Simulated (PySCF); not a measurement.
cis-1-chloro-2-fluoroethylene, C2H2ClF.
Atom-mapped SMILES: `[F:1]/[CH:2]=[CH:3]\[Cl:4]` (hydrogens: H5 on C2; H6 on C3)

The same species was optimised twice, with GFN2-xTB and with PBE0-D3(BJ)/def2-SVP (PySCF), and the same property calculations (PySCF, gas phase) were run on both structures.

```json
{"coordinate": "F1–C2 (Å)", "GFN2-xTB": "1.336", "PBE0-D3(BJ)/def2-SVP": "1.321", "change": "-0.015"}
{"coordinate": "C3–H6 (Å)", "GFN2-xTB": "1.077", "PBE0-D3(BJ)/def2-SVP": "1.091", "change": "+0.014"}
{"coordinate": "C2–H5 (Å)", "GFN2-xTB": "1.080", "PBE0-D3(BJ)/def2-SVP": "1.094", "change": "+0.014"}
{"coordinate": "C2=C3 (Å)", "GFN2-xTB": "1.323", "PBE0-D3(BJ)/def2-SVP": "1.331", "change": "+0.008"}
{"coordinate": "C3–Cl4 (Å)", "GFN2-xTB": "1.715", "PBE0-D3(BJ)/def2-SVP": "1.715", "change": "0.000"}
{"coordinate": "F1–C2–H5 (°)", "GFN2-xTB": "112.6", "PBE0-D3(BJ)/def2-SVP": "114.2", "change": "+1.6"}
{"coordinate": "C3–C2–H5 (°)", "GFN2-xTB": "124.0", "PBE0-D3(BJ)/def2-SVP": "122.4", "change": "-1.6"}
{"coordinate": "Cl4–C3–H6 (°)", "GFN2-xTB": "115.3", "PBE0-D3(BJ)/def2-SVP": "116.3", "change": "+1.0"}
{"coordinate": "C2–C3–Cl4 (°)", "GFN2-xTB": "124.0", "PBE0-D3(BJ)/def2-SVP": "123.2", "change": "-0.8"}
{"coordinate": "C2–C3–H6 (°)", "GFN2-xTB": "120.8", "PBE0-D3(BJ)/def2-SVP": "120.5", "change": "-0.3"}
{"coordinate": "F1–C2–C3 (°)", "GFN2-xTB": "123.4", "PBE0-D3(BJ)/def2-SVP": "123.4", "change": "0.0"}
```

Rotational constants: A = 16761, B = 3680, C = 3017 MHz (GFN2-xTB) against A = 16709, B = 3708, C = 3035 MHz (PBE0-D3(BJ)/def2-SVP). Point groups within 0.08 Å: Cs and Cs.

On the GFN2-xTB structure: HOMO (eV) -7.53 [PBE0/pcSseg-1]; LUMO (eV) -0.05 [PBE0/pcSseg-1]; dipole (D) 2.25 [PBE0/pcSseg-1]; GIAO shielding of F1 (ppm) 293.2 [PBE0/pcSseg-1]; GIAO shielding of C2 (ppm) 27.3 [PBE0/pcSseg-1]; GIAO shielding of C3 (ppm) 72.9 [PBE0/pcSseg-1]; GIAO shielding of Cl4 (ppm) 809.0 [PBE0/pcSseg-1].

Question: What do these properties become on the PBE0-D3(BJ)/def2-SVP structure?

Answer: 
| property | level | on GFN2-xTB | on PBE0-D3(BJ)/def2-SVP | change |
| --- | --- | --- | --- | --- |
| HOMO (eV) | PBE0/pcSseg-1 | -7.53 | -7.46 | +0.07 |
| LUMO (eV) | PBE0/pcSseg-1 | -0.05 | -0.05 | 0.00 |
| dipole (D) | PBE0/pcSseg-1 | 2.25 | 2.22 | -0.03 |
| energy, GFN2-xTB geometry as zero (kcal/mol) | PBE0/pcSseg-1 | 0.0 | 0.0 | 0.0 |
| GIAO shielding of F1 (ppm) | PBE0/pcSseg-1 | 293.2 | 294.4 | +1.2 |
| GIAO shielding of C2 (ppm) | PBE0/pcSseg-1 | 27.3 | 26.8 | -0.5 |
| GIAO shielding of C3 (ppm) | PBE0/pcSseg-1 | 72.9 | 71.3 | -1.6 |
| GIAO shielding of Cl4 (ppm) | PBE0/pcSseg-1 | 809.0 | 808.3 | -0.7 |

The heavy atoms differ by 0.008 Å rms after alignment. Among all bonds F1–C2, C2–H5 and C3–H6 change most and about equally (-0.015 to +0.014 Å). Changes are differences of the printed values. Neither structure is proved a minimum here.
